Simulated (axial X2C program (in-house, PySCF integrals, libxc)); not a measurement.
# What spin–orbit coupling does to CCl

Computed with an in-house relativistic program for diatomic molecules. Spin-free means the one-electron spin-free X2C Hamiltonian; two-component (2c) means X2C with spin–orbit coupling and atomic mean-field two-electron Coulomb and Gaunt terms, so the difference of the two also holds small scalar two-electron terms. Basis: Cl dyall-av3z [9s8p3d2f], C dyall-v3z [7s6p2d1f] (cores contracted in-house); Gaussian nuclei, density fitting, unrestricted open shells. Masses: Cl 34.969 u, C 12.000 u.

Spin-free state: M_S = 1/2, Λ = 1 (beyond evenly filled blocks: π+α); fragments Cl + C.

| level | Re (Å) | ωe (cm⁻¹) | De (eV) | μ (D) |
| --- | --- | --- | --- | --- |
| PBE0 | 1.650 | 889.0 | 4.258 | -1.48 |
| HF | 1.665 | 869.1 | 2.146 | -1.03 |
| MP2 | 1.645 | 898.5 | 4.083 | n/a |
| CCSD | 1.658 | 877.0 | 3.770 | n/a |
| CCSD(T) | 1.662 | 867.6 | 3.978 | n/a |
| PBE | 1.666 | 852.3 | 4.600 | -1.56 |

Correlated methods: 11 electrons correlated (number of frozen shells: Cl 2 s, 1 p; C 1 s), 171 virtual spin orbitals or spinors in MP2, 90 natural virtuals in coupled cluster.

Dipoles are positive if C is the positive end.

Problem. Within this multiplet, which Ω should lie lowest by the rule for regular and inverted multiplets?

Solution. The open π shell holds one electron, so the multiplet is regular: Ω = Λ − 1/2 = 1/2. The PBE0 2c search agrees, though Ω = 3/2 of the search lies only 0.02 eV higher.

Two-component determinant lowest at the distance of the search:

Ω = 1/2 (⟨Sz⟩ = -0.50, ⟨Lz⟩ = 1.00 at HF); fragments Cl + C.

```json
{"level": "PBE0", "Re (Å)": "1.650", "ωe (cm⁻¹)": "889.3", "De (eV)": "4.264", "μ (D)": "-1.49"}
{"level": "HF", "Re (Å)": "1.665", "ωe (cm⁻¹)": "869.6", "De (eV)": "2.094", "μ (D)": "-1.04"}
{"level": "MP2", "Re (Å)": "1.645", "ωe (cm⁻¹)": "899.0", "De (eV)": "4.057", "μ (D)": "n/a"}
{"level": "CCSD", "Re (Å)": "1.658", "ωe (cm⁻¹)": "877.4", "De (eV)": "3.753", "μ (D)": "n/a"}
{"level": "CCSD(T)", "Re (Å)": "1.662", "ωe (cm⁻¹)": "867.9", "De (eV)": "3.954", "μ (D)": "n/a"}
{"level": "PBE", "Re (Å)": "1.666", "ωe (cm⁻¹)": "852.4", "De (eV)": "4.607", "μ (D)": "-1.57"}
```

Problem. From the two tables, how do the constants change at the CCSD(T) level (2c against spin-free)?

Solution. At the CCSD(T) level Re is unchanged within 0.001 Å and ωe goes up by 0.3 cm⁻¹; De is not compared, since the atomic limits differ or miss part of their spin–orbit lowering.

Occupations by symmetry block were frozen at the best pattern of an incomplete PBE0 search. De is counted from the lowest determinant-based energies of the atoms at the same level, without counterpoise correction. Density functionals use the spin component along the axis (collinear). Coupled cluster ran in a truncated set of natural virtual spinors; the MP2 energy of the rest was added. (T) has no such correction and the atoms are truncated less, which lowers De at CCSD(T) by a hundredth of an eV or more. In 2c an atomic determinant is not the ground J level, so De misses part of the atomic spin–orbit lowering. This holds for PBE0, MP2, CCSD, CCSD(T), PBE. Without a current term, density functionals place determinants with orbital angular momentum somewhat too high.
